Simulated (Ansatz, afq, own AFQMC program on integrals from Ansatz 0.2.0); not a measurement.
AFQMC on a folder of integrals that Ansatz 0.2.0 wrote.

```yaml
crystal:
  periodic: [false, false, false]
  atoms:
    - {symbol: Cu, position_ang: [0.000000, 0.000000, 0.000000]}
basis:
  gaussian: {orbitals: def2-TZVPP}
magnetization: {spin_polarized: true, initial_magnetization: 1}
correlation: {method: ccsd_t, electrons: outside_noble_gas, hamiltonian_folder: ham}
```

```sh
$ ansatz run in.yaml --threads 1 --pin off --events-out ev --progress --plain --max-ram 24576MiB --backend cuda --devices 0, --max-vram 18GiB
```

afq runs on the folder ham with

```
--method free --trial cisd --walkers 4000 --time-step 0.03 --max-blocks 4000 --target-error 0.00024 --factor-cut 1e-05 --seed 5130 --times 0,0.21,0.42,0.81,1.2,1.8,2.4,3 --taylor-order 8
```

Times are imaginary, in 1/Eh. The walk had a cap of 93 s.

Log:

```
orbitals 55  electrons 6 5  factors 428 of 453
reference energy -1638.92317479 Eh
CCSD correlation -0.41894717 Eh in 12 cycles, weight of the determinant in the CISD state 0.9283
repeat  energy at the last time / Eh  error
    10  -1639.358333  0.000738
    20  -1639.358486  0.000414
    30  -1639.358318  0.000369
time / (1/Eh)  energy / Eh  error  mean overlap
  0.00  -1639.342081  0.000078  1.0771
  0.21  -1639.352696  0.000095  1.0744
  0.42  -1639.355068  0.000081  1.0714
  0.81  -1639.356210  0.000120  1.0677
  1.20  -1639.356835  0.000148  1.0673
  1.80  -1639.357418  0.000185  1.0642
  2.40  -1639.357466  0.000291  1.0626
  3.00  -1639.358072  0.000386  1.0594
energy -1639.358072 +/- 0.000386 Eh
```

The run passed its tests (error under three times the target), which doesn't prove that it has relaxed, ending at its cap on processor time.

Against this walk (error 10.5 meV) on the same determinant: CCSD(T) 29.3 meV lower, CCSDT(Q) 11.4 meV higher (within the noise). The error is statistical, and a free projection of finite length keeps a remainder of its start. The last points still move (meV from the last: 51 ± 3 at 0.81, 34 ± 4 at 1.20, 18 ± 5 at 1.80, 16 ± 8 at 2.40, 0 ± 11 at 3.00), but the last one has reached CCSDT(Q) within the noise or passed it, so little can be left to fall.

Cautions: remainder of the start not in the error; error above the target (10.5 against 6.5 meV); no relativity below Rb; outer-core shells of the metal frozen.

The walk took 96 s on 1 × NVIDIA H100 80GB HBM3 with 2 threads of AMD EPYC 7R13 Processor (Zen 3), with other jobs on the host (the card was shared). The log's last line is the free-projection energy.

CCSDT and higher add their correlation energy to the determinant of the CCSD(T) run, since their own runs factorise the integrals more tightly (a shift of under 2 meV). A walk keeps the symmetry of its determinant, which the program's search chose and which needn't be the lowest solution, so a lower state of the same spin and another symmetry isn't excluded.
